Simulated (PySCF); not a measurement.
Molecule: SMILES C=C(C)[CH+]C, [C5H9]+.

Bonds (- single, = double, # triple, : aromatic): C1=C2 1.375 Å, C2-C3 1.497 Å, C2-C4 1.410 Å, C4-C5 1.447 Å. C1 carries H6, H7; C3 carries H8, H9, H10; C4 carries H11; C5 carries H12, H13, H14. Formal charges: C4 +1.

Total charge +1. H6 is cis to C3; H7 is trans to C3.

Spin–spin couplings on one PBE0-D3(BJ)/def2-SVP geometry, PySCF 2.14, gas phase, non-relativistic, equivalent pairs averaged (without the spin–dipole term); isotopes ¹³C, ¹H; functional B3LYP.

Question: How do the couplings (Hz) change with the basis set? Times are CPU seconds on shared hosts with different chips, so compare them loosely. Far from the basis limit: 6-31G*, pcJ-0, 6-31G-J, def2-TZVP, cc-pVTZ.

Answer: 
| basis set | functions | ¹J(C1,H7) | ¹J(C1,H6) | ¹J(C4,H11) | ¹J(C3,H8) | ¹J(C5,H12) | ¹J(C1,C2) | ¹J(C2,C4) | core-s |
| --- | --- | --- | --- | --- | --- | --- | --- | --- | --- |
| 6-31G* | 88 | 179.5 | 178.3 | 168.7 | 151.6 | 149.9 | 66.5 | 58.9 | 6.8 |
| pcJ-0 | 92 | 157.0 | 157.2 | 151.4 | 122.3 | 122.7 | 39.6 | 32.6 | 5 |
| 6-31G-J | 96 | 185.1 | 185.2 | 177.0 | 144.2 | 144.5 | 58.1 | 47.4 | 5.7 |
| def2-TZVP | 209 | 170.4 | 168.9 | 164.9 | 132.0 | 132.4 | 58.3 | 48.4 | 18 |
| cc-pVTZ | 276 | 161.2 | 159.5 | 155.9 | 124.2 | 124.2 | 59.9 | 51.1 | 26 |

The Fermi-contact term samples the wavefunction at the nucleus, which is why sets with added tight s functions (names with J) are made for couplings.
